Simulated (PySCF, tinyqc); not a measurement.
Worked calculation (part 2 of 2): CIS and TDHF on RHF in the sto-6g basis, for CH2, spin multiplicity 1. The lowest restricted solution is unstable here: a spin-polarised one lies 0.0222 hartree lower (PySCF). Computed by tinyqc, a small Python program that keeps every step (integrals from PySCF). Command: `OMP_NUM_THREADS=1 python tinyqc.py 23555 23556 out.jsonl` (the two numbers bound the seeds that draw the settings). One thread of a shared host (Intel(R) Xeon(R) Processor @ 2.60GHz), about 0.1 s of CPU time with the checks.

Geometry (angstrom):
```
atom         x          y         z
C     0.000000   0.000000  0.000000
H     0.000000   1.058000  0.788000
H     0.000000  -1.058000  0.788000
```

## CIS matrix, singlets

orbital energies (hartree): MO1 -11.167824, MO2 -0.765100, MO3 -0.447035, MO4 -0.307361, MO5 0.223982, MO6 0.474393, MO7 0.519234

Two-electron integrals over orbitals (pq|rs), unique and non-zero (hartree):
```
(11|11) 3.522428    (21|11) -0.306159   (21|21) 0.043126    (22|11) 0.725632
(22|21) -0.009187   (22|22) 0.530674    (31|31) 0.007231    (32|31) 0.011612
(32|32) 0.127262    (33|11) 0.566260    (33|21) -0.002287   (33|22) 0.484007
(33|33) 0.490614    (41|11) 0.171902    (41|21) -0.021904   (41|22) 0.013334
(41|33) 0.005529    (41|41) 0.026405    (42|11) -0.121179   (42|21) 0.007938
(42|22) 0.006865    (42|33) 0.022087    (42|41) 0.011485    (42|42) 0.087903
(43|31) -0.002333   (43|32) 0.034253    (43|43) 0.043428    (44|11) 0.766967
(44|21) -0.011561   (44|22) 0.492862    (44|33) 0.442060    (44|41) -0.009610
(44|42) -0.088719   (44|44) 0.607649    (51|51) 0.022099    (52|51) 0.024061
(52|52) 0.094657    (53|53) 0.017690    (54|51) -0.013104   (54|52) -0.041994
(54|54) 0.048446    (55|11) 0.853324    (55|21) -0.009050   (55|22) 0.544125
(55|33) 0.456918    (55|41) 0.004564    (55|42) -0.063198   (55|44) 0.558215
(55|55) 0.673218    (61|11) -0.194831   (61|21) 0.029747    (61|22) 0.000181
(61|33) 0.001641    (61|41) -0.003629   (61|42) 0.016297    (61|44) -0.018402
(61|55) -0.005075   (61|61) 0.029191    (62|11) 0.237418    (62|21) -0.005441
(62|22) 0.090757    (62|33) 0.029284    (62|41) 0.015172    (62|42) -0.000583
(62|44) 0.057477    (62|55) 0.122770    (62|61) 0.005468    (62|62) 0.093637
(63|31) 0.001702    (63|32) -0.060092   (63|43) -0.041224   (63|63) 0.083171
(64|11) 0.145389    (64|21) -0.000958   (64|22) 0.045863    (64|33) 0.001562
(64|41) 0.000131    (64|42) -0.033578   (64|44) 0.082229    (64|55) 0.077371
(64|61) -0.000671   (64|62) 0.052956    (64|64) 0.055753    (65|51) 0.013705
(65|52) 0.049179    (65|54) -0.007003   (65|65) 0.036885    (66|11) 0.672218
(66|21) -0.006146   (66|22) 0.510680    (66|33) 0.485754    (66|41) 0.019177
(66|42) 0.048390    (66|44) 0.448797    (66|55) 0.486958    (66|61) 0.008014
(66|62) 0.068386    (66|64) 0.019731    (66|66) 0.546190    (71|31) 0.011763
(71|32) 0.017632    (71|43) -0.003946   (71|63) 0.002407    (71|71) 0.019182
(72|31) 0.009696    (72|32) 0.012103    (72|43) -0.035364   (72|63) 0.043598
(72|71) 0.014949    (72|72) 0.057750    (73|11) 0.257006    (73|21) -0.005284
(73|22) 0.071790    (73|33) 0.022624    (73|41) -0.000282   (73|42) -0.068331
(73|44) 0.110025    (73|55) 0.135745    (73|61) -0.005488   (73|62) 0.072757
(73|64) 0.065271    (73|66) 0.010678    (73|73) 0.125981    (74|31) -0.008041
(74|32) -0.073888   (74|43) -0.005953   (74|63) 0.047430    (74|71) -0.012822
(74|72) -0.009299   (74|74) 0.066508    (75|53) 0.018268    (75|75) 0.022448
(76|31) 0.007182    (76|32) 0.099297    (76|43) 0.050057    (76|63) -0.072419
(76|71) 0.010985    (76|72) -0.019326   (76|74) -0.055326   (76|76) 0.105924
(77|11) 0.712588    (77|21) -0.007720   (77|22) 0.500649    (77|33) 0.491925
(77|41) 0.003855    (77|42) -0.016197   (77|44) 0.498248    (77|55) 0.509676
(77|61) -0.004727   (77|62) 0.046382    (77|64) 0.022444    (77|66) 0.493772
(77|73) 0.065458    (77|77) 0.530940
```

A(ia,jb) = (e_a - e_i) d_ij d_ab + 2 (ia|jb) - (ij|ab).

CIS matrix A, singlet (hartree):
```
           1>5        1>6        1>7        2>5       2>6        2>7       3>5        3>6
1>5  10.582679   0.000000   0.000000   0.057171  0.000000   0.000000  0.000000   0.000000
1>6   0.000000  11.028382   0.000000   0.000000  0.017081   0.000000  0.000000   0.000000
1>7   0.000000   0.000000  11.012835   0.000000  0.000000   0.037619  0.000000  -0.002369
2>5   0.057171   0.000000   0.000000   0.634270  0.000000   0.000000  0.000000   0.000000
2>6   0.000000   0.017081   0.000000   0.000000  0.916086   0.000000  0.000000   0.000000
2>7   0.000000   0.000000   0.037619   0.000000  0.000000   0.899184  0.000000  -0.012102
3>5   0.000000   0.000000   0.000000   0.000000  0.000000   0.000000  0.249479   0.000000
3>6   0.000000   0.000000  -0.002369   0.000000  0.000000  -0.012102  0.000000   0.602017
3>7   0.000000  -0.018157   0.000000   0.000000  0.046218   0.000000  0.000000   0.000000
4>5  -0.030771   0.000000   0.000000  -0.020790  0.000000   0.000000  0.000000   0.000000
4>6   0.000000  -0.020520   0.000000   0.000000  0.057523   0.000000  0.000000   0.000000
4>7   0.000000   0.000000  -0.029500   0.000000  0.000000  -0.002401  0.000000   0.044802

           3>7        4>5        4>6        4>7
1>5   0.000000  -0.030771   0.000000   0.000000
1>6  -0.018157   0.000000  -0.020520   0.000000
1>7   0.000000   0.000000   0.000000  -0.029500
2>5   0.000000  -0.020790   0.000000   0.000000
2>6   0.046218   0.000000   0.057523   0.000000
2>7   0.000000   0.000000   0.000000  -0.002401
3>5   0.000000   0.000000   0.000000   0.000000
3>6   0.000000   0.000000   0.000000   0.044802
3>7   0.726306   0.000000   0.080484   0.000000
4>5   0.000000   0.070020   0.000000   0.000000
4>6   0.080484   0.000000   0.444463   0.000000
4>7   0.000000   0.000000   0.000000   0.461363
```

## CIS singlet states

dipole integrals <i|r|a> (bohr):
```
             x          y          z
1>5   0.087444   0.000000   0.000000
1>6   0.000000   0.000000   0.060604
1>7   0.000000   0.077725   0.000000
2>5   0.753979   0.000000   0.000000
2>6   0.000000   0.000000  -0.181882
2>7   0.000000  -0.230603   0.000000
3>5   0.000000   0.000000   0.000000
3>6   0.000000  -1.087066   0.000000
3>7   0.000000   0.000000  -0.831524
4>5  -0.316366   0.000000   0.000000
4>6   0.000000   0.000000  -0.526402
4>7   0.000000  -0.876733   0.000000
```

Diagonalise A (1 hartree = 27.211386 eV); each vector has its largest component positive (the first on a tie). The transition dipole is mu = sqrt2 sum c_ia <i|r|a>.

singlet excitation energies (eV): 1.882409  6.788683  11.405283  12.196925  16.722416  17.270894  19.845298  24.478677  25.532908  287.980767  299.680568  300.100301

lowest vectors:
```
      state 1   state 2    state 3    state 4   state 5    state 6
1>5  0.002726  0.000000   0.000000   0.000000  0.000000  -0.005856
1>6  0.000000  0.000000   0.001604   0.000000  0.000000   0.000000
1>7  0.000000  0.000000   0.000000   0.002627  0.000856   0.000000
2>5  0.036489  0.000000   0.000000   0.000000  0.000000   0.999317
2>6  0.000000  0.000000  -0.089658   0.000000  0.000000   0.000000
2>7  0.000000  0.000000   0.000000  -0.002618  0.043024   0.000000
3>5  0.000000  1.000000   0.000000   0.000000  0.000000   0.000000
3>6  0.000000  0.000000   0.000000  -0.279847  0.959124   0.000000
3>7  0.000000  0.000000  -0.239707   0.000000  0.000000   0.000000
4>5  0.999330  0.000000   0.000000   0.000000  0.000000  -0.036473
4>6  0.000000  0.000000   0.966695   0.000000  0.000000   0.000000
4>7  0.000000  0.000000   0.000000   0.960037  0.279696   0.000000
```

oscillator strengths 2/3 w |mu|^2: 0.007672  0.000000  0.048024  0.172132  1.379872  0.494593

## TDHF (RPA) singlet states

B(ia,jb) = 2 (ia|jb) - (ib|ja); the squared energies are the eigenvalues of (A - B)(A + B); 1 hartree = 27.211386 eV.

TDHF matrix B, singlet (hartree):
```
           1>5        1>6        1>7        2>5       2>6        2>7       3>5       3>6
1>5   0.022099   0.000000   0.000000   0.024061  0.000000   0.000000  0.000000  0.000000
1>6   0.000000   0.029191   0.000000   0.000000  0.005468   0.000000  0.000000  0.000000
1>7   0.000000   0.000000   0.019182   0.000000  0.000000   0.014949  0.000000  0.010301
2>5   0.024061   0.000000   0.000000   0.094657  0.000000   0.000000  0.000000  0.000000
2>6   0.000000   0.005468   0.000000   0.000000  0.093637   0.000000  0.000000  0.000000
2>7   0.000000   0.000000   0.014949   0.000000  0.000000   0.057750  0.000000  0.014438
3>5   0.000000   0.000000   0.000000   0.000000  0.000000   0.000000  0.017690  0.000000
3>6   0.000000   0.000000   0.010301   0.000000  0.000000   0.014438  0.000000  0.083171
3>7   0.000000  -0.013382   0.000000   0.000000  0.101917   0.000000  0.000000  0.000000
4>5  -0.013104   0.000000   0.000000  -0.041994  0.000000   0.000000  0.000000  0.000000
4>6   0.000000  -0.000671   0.000000   0.000000  0.052956   0.000000  0.000000  0.000000
4>7   0.000000   0.000000  -0.012822   0.000000  0.000000  -0.009299  0.000000  0.029589

           3>7        4>5        4>6        4>7
1>5   0.000000  -0.013104   0.000000   0.000000
1>6  -0.013382   0.000000  -0.000671   0.000000
1>7   0.000000   0.000000   0.000000  -0.012822
2>5   0.000000  -0.041994   0.000000   0.000000
2>6   0.101917   0.000000   0.052956   0.000000
2>7   0.000000   0.000000   0.000000  -0.009299
3>5   0.000000   0.000000   0.000000   0.000000
3>6   0.000000   0.000000   0.000000   0.029589
3>7   0.125981   0.000000   0.083112   0.000000
4>5   0.000000   0.048446   0.000000   0.000000
4>6   0.083112   0.000000   0.055753   0.000000
4>7   0.000000   0.000000   0.000000   0.066508
```

squared energies w^2 (hartree^2): 0.002353  0.061927  0.173359  0.197688  0.367427  0.390446  0.507918  0.805635  0.838756  111.999962  121.286118  121.626176

TDHF energies from the positive w^2 (eV): 1.319998  6.771594  11.329837  12.098768  16.494389  17.003227  19.393102  24.424177  24.921167  287.978194  299.678933  300.098754

## CIS matrix, triplets

A(ia,jb) = (e_a - e_i) d_ij d_ab - (ij|ab).

CIS matrix A, triplet (hartree):
```
           1>5        1>6        1>7       2>5        2>6        2>7       3>5        3>6
1>5  10.538482   0.000000   0.000000  0.009050   0.000000   0.000000  0.000000   0.000000
1>6   0.000000  10.969999   0.000000  0.000000   0.006146   0.000000  0.000000   0.000000
1>7   0.000000   0.000000  10.974470  0.000000   0.000000   0.007720  0.000000  -0.007182
2>5   0.009050   0.000000   0.000000  0.444956   0.000000   0.000000  0.000000   0.000000
2>6   0.000000   0.006146   0.000000  0.000000   0.728812   0.000000  0.000000   0.000000
2>7   0.000000   0.000000   0.007720  0.000000   0.000000   0.783684  0.000000  -0.099297
3>5   0.000000   0.000000   0.000000  0.000000   0.000000   0.000000  0.214099   0.000000
3>6   0.000000   0.000000  -0.007182  0.000000   0.000000  -0.099297  0.000000   0.435675
3>7   0.000000  -0.007182   0.000000  0.000000  -0.099297   0.000000  0.000000   0.000000
4>5  -0.004564   0.000000   0.000000  0.063198   0.000000   0.000000  0.000000   0.000000
4>6   0.000000  -0.019177   0.000000  0.000000  -0.048390   0.000000  0.000000   0.000000
4>7   0.000000   0.000000  -0.003855  0.000000   0.000000   0.016197  0.000000  -0.050057

           3>7        4>5        4>6        4>7
1>5   0.000000  -0.004564   0.000000   0.000000
1>6  -0.007182   0.000000  -0.019177   0.000000
1>7   0.000000   0.000000   0.000000  -0.003855
2>5   0.000000   0.063198   0.000000   0.000000
2>6  -0.099297   0.000000  -0.048390   0.000000
2>7   0.000000   0.000000   0.000000   0.016197
3>5   0.000000   0.000000   0.000000   0.000000
3>6   0.000000   0.000000   0.000000  -0.050057
3>7   0.474344   0.000000  -0.050057   0.000000
4>5   0.000000  -0.026872   0.000000   0.000000
4>6  -0.050057   0.000000   0.332957   0.000000
4>7   0.000000   0.000000   0.000000   0.328347
```

## CIS triplet states

Diagonalise A (1 hartree = 27.211386 eV); each vector has its largest component positive (the first on a tie).

triplet excitation energies (eV): -0.957667  5.825936  8.223207  8.367876  11.659225  12.334039  12.757767  20.817637  22.087792  286.766965  298.510069  298.630867

lowest vectors:
```
       state 1   state 2   state 3   state 4    state 5    state 6
1>5   0.000540  0.000000  0.000000  0.000000   0.000000  -0.000831
1>6   0.000000  0.000000  0.001774  0.000000   0.000000   0.000000
1>7   0.000000  0.000000  0.000000  0.000561   0.000260   0.000000
2>5  -0.130506  0.000000  0.000000  0.000000   0.000000   0.991447
2>6   0.000000  0.000000  0.189923  0.000000   0.000000   0.000000
2>7   0.000000  0.000000  0.000000  0.051815   0.263846   0.000000
3>5   0.000000  1.000000  0.000000  0.000000   0.000000   0.000000
3>6   0.000000  0.000000  0.000000  0.397930   0.879139   0.000000
3>7   0.000000  0.000000  0.373632  0.000000   0.000000   0.000000
4>5   0.991447  0.000000  0.000000  0.000000   0.000000   0.130506
4>6   0.000000  0.000000  0.907923  0.000000   0.000000   0.000000
4>7   0.000000  0.000000  0.000000  0.915951  -0.396863   0.000000
```

A negative triplet energy shows that the restricted solution is unstable towards a spin-polarised one.

## TDHF (RPA) triplet states

B(ia,jb) = - (ib|ja); the squared energies are the eigenvalues of (A - B)(A + B); 1 hartree = 27.211386 eV.

TDHF matrix B, triplet (hartree):
```
           1>5        1>6        1>7        2>5        2>6        2>7        3>5        3>6
1>5  -0.022099   0.000000   0.000000  -0.024061   0.000000   0.000000   0.000000   0.000000
1>6   0.000000  -0.029191   0.000000   0.000000  -0.005468   0.000000   0.000000   0.000000
1>7   0.000000   0.000000  -0.019182   0.000000   0.000000  -0.014949   0.000000   0.005488
2>5  -0.024061   0.000000   0.000000  -0.094657   0.000000   0.000000   0.000000   0.000000
2>6   0.000000  -0.005468   0.000000   0.000000  -0.093637   0.000000   0.000000   0.000000
2>7   0.000000   0.000000  -0.014949   0.000000   0.000000  -0.057750   0.000000  -0.072757
3>5   0.000000   0.000000   0.000000   0.000000   0.000000   0.000000  -0.017690   0.000000
3>6   0.000000   0.000000   0.005488   0.000000   0.000000  -0.072757   0.000000  -0.083171
3>7   0.000000  -0.002407   0.000000   0.000000  -0.043598   0.000000   0.000000   0.000000
4>5   0.013104   0.000000   0.000000   0.041994   0.000000   0.000000   0.000000   0.000000
4>6   0.000000   0.000671   0.000000   0.000000  -0.052956   0.000000   0.000000   0.000000
4>7   0.000000   0.000000   0.012822   0.000000   0.000000   0.009299   0.000000  -0.065271

           3>7        4>5        4>6        4>7
1>5   0.000000   0.013104   0.000000   0.000000
1>6  -0.002407   0.000000   0.000671   0.000000
1>7   0.000000   0.000000   0.000000   0.012822
2>5   0.000000   0.041994   0.000000   0.000000
2>6  -0.043598   0.000000  -0.052956   0.000000
2>7   0.000000   0.000000   0.000000   0.009299
3>5   0.000000   0.000000   0.000000   0.000000
3>6   0.000000   0.000000   0.000000  -0.065271
3>7  -0.125981   0.000000  -0.047430   0.000000
4>5   0.000000  -0.048446   0.000000   0.000000
4>6  -0.047430   0.000000  -0.055753   0.000000
4>7   0.000000   0.000000   0.000000  -0.066508
```

squared energies w^2 (hartree^2): -0.002157  0.045526  0.068666  0.076430  0.173422  0.193987  0.207462  0.578620  0.653178  111.057842  120.340919  120.438088

TDHF energies from the positive w^2 (eV): 5.806015  7.130500  7.522875  11.331909  11.984964  12.394245  20.698902  21.992092  286.764431  298.508930  298.629421

A + B or A - B has a negative eigenvalue: the restricted solution is unstable towards a spin-polarised one, a negative w^2 means an imaginary energy, and the lowest roots have no physical meaning.
